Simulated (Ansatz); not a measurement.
Input file:

```yaml
crystal:
  periodic: [false, false, false]
  atoms:
    - {symbol: Ge, position_ang: [0.000000, 0.000000, 1.767500]}
    - {symbol: C, position_ang: [0.000000, 0.000000, 0.000000]}
    - {symbol: Ge, position_ang: [0.000000, 0.000000, -1.767500]}
basis:
  gaussian: {orbitals: cc-pVTZ}
magnetization: {spin_polarized: true, initial_magnetization: 2}
correlation: {method: ccsd_t, electrons: outside_noble_gas}
```

```sh
$ ansatz run in.yaml --threads 2 --pin off --events-out ev --progress --plain --max-ram 24576MiB --backend cuda --devices 0, --max-vram 18GiB
```

Roughly how long does this take on 2 threads of AMD EPYC 7R13 with a shared H100 80 GB, shared host, and how much host memory?

1.8 min wall and 0.85 GiB.

```
758 factors; integrals over basis functions are off by at most 9.6e-4 eV
mean field evaluation 1: about -113971.8181 eV, gradient 2.3e1 eV
mean field evaluation 2: about -113971.8914 eV, gradient 2.3e1 eV
mean field evaluation 4: about -113975.0548 eV, gradient 2.9e0 eV
mean field evaluation 8: about -113975.4256 eV, gradient 4.8e-1 eV
mean field evaluation 16: about -113975.4418 eV, gradient 4.8e-2 eV
mean field evaluation 32: about -113975.4419 eV, gradient 2.7e-4 eV
mean field evaluation 64: about -113975.3591 eV, gradient 4.6e-1 eV
mean field evaluation 96: about -113975.4419 eV, gradient 4.4e-5 eV
mean field evaluation 128: about -113976.4121 eV, gradient 4.6e-3 eV
mean field evaluation 160: about -113976.4803 eV, gradient 2.0e-6 eV
...
mean field evaluation 1696: about -113973.6052 eV, gradient 1.7e0 eV
mean field evaluation 1728: about -113972.7576 eV, gradient 9.0e0 eV
mean field evaluation 1760: about -113976.4007 eV, gradient 4.6e-1 eV
mean field evaluation 1792: about -113973.4289 eV, gradient 1.9e-1 eV
mean field evaluation 1824: about -113975.4419 eV, gradient 1.2e-3 eV
mean field evaluation 1856: about -113973.9769 eV, gradient 1.2e-1 eV
mean field evaluation 1888: about -113975.4419 eV, gradient 9.2e-4 eV
mean field evaluation 1920: about -113973.5079 eV, gradient 2.7e-1 eV
mean field evaluation 1952: about -113973.2271 eV, gradient 5.9e-4 eV
mean field -113976.48033573 eV, -4188.5583963048 hartree, gradient 2.0e-6 eV, S^2 2.022002; 25 other end points of the search recorded, 0 dependent functions left out
determinant -113976.48033573 eV, -4188.5583963048 hartree, with singles and doubles -113984.92864817 eV, -4188.8688660607 hartree
determinant -113976.41215156 eV, -4188.5558905830 hartree, with singles and doubles -113984.76955014 eV, -4188.8630193159 hartree
determinant -113975.44191840 eV, -4188.5202351719 hartree, with singles and doubles -113984.59935598 eV, -4188.8567647960 hartree
determinant -113973.97742647 eV, -4188.4664160860 hartree, with singles and doubles -113982.63264602 eV, -4188.7844895378 hartree
determinant -113973.51068219 eV, -4188.4492635503 hartree, with singles and doubles -113982.36695365 eV, -4188.7747255234 hartree
determinant -113973.46605957 eV, -4188.4476236993 hartree, with singles and doubles -113982.03032765 eV, -4188.7623547462 hartree
determinant -113973.42941182 eV, -4188.4462769191 hartree, with singles and doubles -113981.82010904 eV, -4188.7546293546 hartree
determinant -113973.39605684 eV, -4188.4450511462 hartree, with singles and doubles -113981.79886704 eV, -4188.7538487254 hartree
determinant -113973.24667293 eV, -4188.4395613890 hartree, with singles and doubles -113980.54515950 eV, -4188.7077758233 hartree
determinant -113973.22713521 eV, -4188.4388433910 hartree, with singles and doubles -113981.51834255 eV, -4188.7435396405 hartree
determinant -113973.04479253 eV, -4188.4321424212 hartree, with singles and doubles -113982.08629100 eV, -4188.7644113614 hartree
determinant -113976.48033573 eV, -4188.5583963048 hartree, with singles and doubles -113984.83111762 eV, -4188.8652818791 hartree
determinant -113976.41215156 eV, -4188.5558905830 hartree, with singles and doubles -113984.68282708 eV, -4188.8598323021 hartree
determinant -113975.44191840 eV, -4188.5202351719 hartree, with singles and doubles -113984.52369287 eV, -4188.8539842278 hartree
29 core orbitals not correlated: weight in the atoms' cores, before any rotation towards them, 0.998 or more for the frozen orbitals, at most 0.002 for the correlated occupied ones
reference -113976.48033573 eV, -4188.5583963048 hartree; 7, 5 occupied and 80, 82 virtual orbitals, 758 factors
second order -7.55128680 eV of doubles, -0.00000000 eV of singles
cycle   1  -8.35078291 eV  change   -1.0e-6 eV  update   3.0e-6
perturbative correction -0.49964595 eV, -0.0183616500 hartree
Total energy: -113985.33076458 eV, -4188.8836435663 hartree
```
